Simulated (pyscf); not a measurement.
Structures and frequencies: ωB97X-D3(BJ)/def2-SVP in PySCF.

Problem. For H₂N–InH–Cl + HCl → H₂N–In(Cl)–Cl + H₂, a four-centre exchange (singlet surface; H–In, Cl–H broken, Cl–In, H–H formed), PBE/def2-TZVP gives ΔE‡ = 7.6 kcal/mol and ΔE = -19.9 kcal/mol (zero: the separated reactants). In which direction and how far do r²SCAN/def2-TZVP, B3LYP-D3(BJ)/def2-TZVP, ωB97M-D3(BJ)/def2-TZVP move these?

Solution. r²SCAN: ΔE‡ = 7.4 kcal/mol, ΔE = -21.6 kcal/mol; B3LYP-D3(BJ): ΔE‡ = 11.0 kcal/mol, ΔE = -21.1 kcal/mol; ωB97M-D3(BJ): ΔE‡ = 14.0 kcal/mol, ΔE = -19.4 kcal/mol. PBE's barrier matches one of them and lies within 6.3 kcal/mol of the others. Its reaction energy lies among theirs. On the reactant side the descent ends in an adduct with a Cl–In contact, 8.7 kcal/mol under the separated species and 18.8 kcal/mol under the saddle at ωB97X-D3(BJ)/def2-TZVP. What is counted as formed (Cl–In) is already present as a longer contact in the reactant adduct; forming that adduct is a step of its own. At ωB97X-D3(BJ)/def2-TZVP the barrier from the zero used here is 10.1 kcal/mol. This is the saddle that the search found; another between the same sides may lie lower. Elements past Kr carry the def2 core potentials, without spin-orbit coupling.
